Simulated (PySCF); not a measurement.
Molecule (SMILES): C(Cl)Cl.
Geometry (B3LYP-D3(BJ)/def2-TZVP, fixed):
```xyz
5

C      0.0039     0.0052     0.7673
Cl    -0.0175     1.4825    -0.2263
Cl     0.0153    -1.4855    -0.2061
H     -0.8904    -0.0005     1.3784
H      0.9045     0.0193     1.3690
```
Charge 0, spin multiplicity 1.

Basis-set convergence of the isotropic shielding of C1 at PBE0 with PySCF. GIAO, no density fitting; atoms are numbered in the order shown. All functions are spherical. No added dispersion term, no relativity. Reference: the value in pcseg-3, 115.41 ppm, itself unsure by roughly 0.76 ppm (its distance from pcSseg-2). Deviations are taken from unrounded values. Cost is core time over that of cc-pV(D+d)Z, rough, on shared machines of one kind.

```tsv
basis	functions	isotropic shielding of C1 (ppm)	minus reference (ppm)	cost
cc-pV(D+d)Z	70	131.35	15.94	1×
aug-cc-pV(D+d)Z	105	129.54	14.13	2×
cc-pV(T+d)Z	136	120.19	4.78	4×
jun-cc-pV(T+d)Z	163	120.02	4.61	6×
aug-cc-pV(T+d)Z	202	120.21	4.80	10×
cc-pV(Q+d)Z	243	117.03	1.61	40×
```

The smallest set listed that lies within 10 ppm of the reference with all its larger relatives (same family, alike in diffuse functions; a set with none counts only in the reference's own line) is cc-pV(T+d)Z (136 functions, 4× in cost, 4.78 ppm off).
